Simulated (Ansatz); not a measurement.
Two shapes of singlet Si2H6.

Shape 1:

```xyz
8

Si   -0.0418   -0.0132   -1.1492
Si   -0.0316   -0.0076    1.2112
H     0.0047   -1.3861   -1.6431
H    -1.2580    0.7107   -1.6648
H     1.1772    0.6705   -1.6824
H    -0.0349    1.3847    1.6594
H    -1.1863   -0.7308    1.7180
H     1.2407   -0.7414    1.6725
```

Shape 2:

```xyz
8

Si    0.0000    0.0000   -1.0794
Si    0.0000    0.0000    1.0794
H     0.0000   -1.2913   -1.5545
H    -1.1183    0.6456   -1.5545
H     1.1183    0.6456   -1.5545
H     0.0000    1.2913    1.5545
H    -1.1183   -0.6456    1.5545
H     1.1183   -0.6456    1.5545
```

Basis set: 6-31G* (spherical functions). Left uncorrelated: 10 orbitals. Charge 0, multiplicity 1.

Computed with Ansatz (development build ahead of 0.2.0); each method stands on the lowest determinant of its kind that the runs found.

Which shape is lower in energy, and by how much in each method?

```json
{"method": "RHF", "E(2) − E(1) (eV)": "0.987"}
{"method": "RHF-MP2", "E(2) − E(1) (eV)": "1.035"}
```

Shape 1 is lower. Caution: no unrestricted run beside it, a lower state can exist.
